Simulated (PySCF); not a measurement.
## Fractional electron number in Ne (neon, neutral)

The 2p beta orbital of [Ne] is emptied in steps (occupation f), with all orbitals relaxed, ending at [He] 2s2 2p5. All numbers are calculated (PySCF 2.14, no relativity, point nucleus, in def2-TZVPPD (6s4p3d1f, 40 functions)). The exact energy is a straight line in f; departures are measured from the line between the end points of the same method.

```json
{"f": "1", "LDA (eV)": "0.000", "PBE (eV)": "0.000", "PBE0 (eV)": "0.000", "r2SCAN (eV)": "0.000", "LC-wPBE (eV)": "0.000", "BHandHLYP (eV)": "0.000", "wB97X (eV)": "0.000", "BLYP (eV)": "0.000", "HSE06 (eV)": "0.000"}
{"f": "0.9", "LDA (eV)": "-0.781", "PBE (eV)": "-0.751", "PBE0 (eV)": "-0.493", "r2SCAN (eV)": "-0.675", "LC-wPBE (eV)": "-0.270", "BHandHLYP (eV)": "-0.234", "wB97X (eV)": "-0.269", "BLYP (eV)": "-0.751", "HSE06 (eV)": "-0.530"}
{"f": "0.7", "LDA (eV)": "-1.840", "PBE (eV)": "-1.764", "PBE0 (eV)": "-1.157", "r2SCAN (eV)": "-1.566", "LC-wPBE (eV)": "-0.636", "BHandHLYP (eV)": "-0.559", "wB97X (eV)": "-0.632", "BLYP (eV)": "-1.764", "HSE06 (eV)": "-1.243"}
{"f": "0.5", "LDA (eV)": "-2.208", "PBE (eV)": "-2.107", "PBE0 (eV)": "-1.382", "r2SCAN (eV)": "-1.848", "LC-wPBE (eV)": "-0.760", "BHandHLYP (eV)": "-0.678", "wB97X (eV)": "-0.753", "BLYP (eV)": "-2.111", "HSE06 (eV)": "-1.483"}
{"f": "0.3", "LDA (eV)": "-1.868", "PBE (eV)": "-1.772", "PBE0 (eV)": "-1.161", "r2SCAN (eV)": "-1.538", "LC-wPBE (eV)": "-0.636", "BHandHLYP (eV)": "-0.579", "wB97X (eV)": "-0.628", "BLYP (eV)": "-1.780", "HSE06 (eV)": "-1.245"}
{"f": "0.1", "LDA (eV)": "-0.804", "PBE (eV)": "-0.758", "PBE0 (eV)": "-0.496", "r2SCAN (eV)": "-0.655", "LC-wPBE (eV)": "-0.269", "BHandHLYP (eV)": "-0.252", "wB97X (eV)": "-0.264", "BLYP (eV)": "-0.764", "HSE06 (eV)": "-0.531"}
{"f": "0", "LDA (eV)": "0.000", "PBE (eV)": "0.000", "PBE0 (eV)": "0.000", "r2SCAN (eV)": "0.000", "LC-wPBE (eV)": "0.000", "BHandHLYP (eV)": "0.000", "wB97X (eV)": "0.000", "BLYP (eV)": "0.000", "HSE06 (eV)": "0.000"}
```

```
   method  E(f=0) − E(f=1) (eV)  −ε at f=1 (eV)  −ε at f=0.5 (eV)
      LDA                22.186          13.555            22.102
      PBE                21.662          13.343            21.636
     PBE0                21.455          15.997            21.442
   r2SCAN                21.491          13.984            21.580
  LC-wPBE                21.772          18.783            21.773
BHandHLYP                21.278          18.706            21.217
    wB97X                21.475          18.511            21.486
     BLYP                21.671          13.366            21.623
    HSE06                21.461          15.583            21.456
```

Orbital energy along the path (eV):

| f | LDA | PBE | PBE0 | r2SCAN | LC-wPBE | BHandHLYP | wB97X | BLYP | HSE06 |
| --- | --- | --- | --- | --- | --- | --- | --- | --- | --- |
| 1 | -13.555 | -13.343 | -15.997 | -13.984 | -18.783 | -18.706 | -18.511 | -13.366 | -15.583 |
| 0.9 | -15.204 | -14.956 | -17.056 | -15.506 | -19.350 | -19.167 | -19.073 | -14.969 | -16.728 |
| 0.7 | -18.600 | -18.260 | -19.226 | -18.565 | -20.539 | -20.156 | -20.255 | -18.256 | -19.071 |
| 0.5 | -22.102 | -21.636 | -21.442 | -21.580 | -21.773 | -21.217 | -21.486 | -21.623 | -21.456 |
| 0.3 | -25.687 | -25.041 | -23.674 | -24.482 | -23.010 | -22.334 | -22.714 | -25.039 | -23.847 |
| 0.1 | -29.320 | -28.413 | -25.878 | -27.328 | -24.186 | -23.501 | -23.854 | -28.461 | -26.199 |
| 0 | -31.141 | -30.060 | -26.954 | -28.750 | -24.730 | -24.104 | -24.363 | -30.155 | -27.349 |

Reference removal energy between the ground levels: 21.565 eV (measured; NIST Atomic Spectra Database, ionization energies). The calculation has no spin-orbit coupling.
